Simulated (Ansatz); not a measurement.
The input, for Ansatz 0.2.0:

```yaml
crystal:
  periodic: [false, false, false]
  atoms:
    - {symbol: Ga, position_ang: [0.000006, -0.401820, 1.263115]}
    - {symbol: N, position_ang: [-0.000053, -0.168800, -0.966742]}
    - {symbol: P, position_ang: [0.000004, -0.304287, -2.490484]}
    - {symbol: H, position_ang: [0.000042, 0.874907, 2.194111]}
basis:
  gaussian: {orbitals: cc-pVDZ}
magnetization: {spin_polarized: false, initial_magnetization: 2}
correlation: {method: ccsdt_q, electrons: outside_noble_gas}
```

```sh
$ ansatz run in.yaml --threads 1 --pin off --events-out ev --progress --plain --max-ram 2393MiB
```

(1) Roughly how long does this take on 1 thread of Arm Neoverse V2, shared host, and how much host memory?

```
1240 factors; integrals over basis functions are off by at most 1.9e-7 eV
mean field evaluation 1: about -63097.1300 eV, gradient 3.1e1 eV
mean field evaluation 2: about -63097.1384 eV, gradient 3.1e1 eV
mean field evaluation 4: about -63100.0799 eV, gradient 3.6e0 eV
mean field evaluation 8: about -63100.2456 eV, gradient 2.8e-1 eV
mean field evaluation 16: about -63097.1292 eV, gradient 3.1e1 eV
mean field evaluation 32: about -63100.2480 eV, gradient 9.7e-5 eV
mean field evaluation 64: about -63099.8419 eV, gradient 2.1e0 eV
mean field evaluation 96: about -63097.7958 eV, gradient 4.7e-4 eV
mean field evaluation 128: about -63097.4226 eV, gradient 3.5e-4 eV
mean field evaluation 160: about -63096.4812 eV, gradient 6.1e0 eV
...
cycle  16  -10.02160904 eV  change    2.3e-5 eV  update   5.5e-5
cycle  17  -10.02163539 eV  change   -2.6e-5 eV  update   2.9e-5
cycle  18  -10.02163488 eV  change    5.1e-7 eV  update   1.7e-5
cycle  19  -10.02163096 eV  change    3.9e-6 eV  update   1.2e-5
cycle  20  -10.02164177 eV  change   -1.1e-5 eV  update   7.0e-6
cycle  21  -10.02164351 eV  change   -1.7e-6 eV  update   4.4e-6
cycle  22  -10.02164131 eV  change    2.2e-6 eV  update   3.1e-6
cycle  23  -10.02164166 eV  change   -3.5e-7 eV  update   1.9e-6
cycle  24  -10.02163971 eV  change    2.0e-6 eV  update   1.3e-6
cycle  25  -10.02163836 eV  change    1.3e-6 eV  update   7.0e-7
perturbative correction -0.07074328 eV, -0.0025997677 hartree
Total energy: -63110.34034657 eV, -2319.2622300112 hartree
```

Results:

(1) 2.9 min wall and 1 GiB.
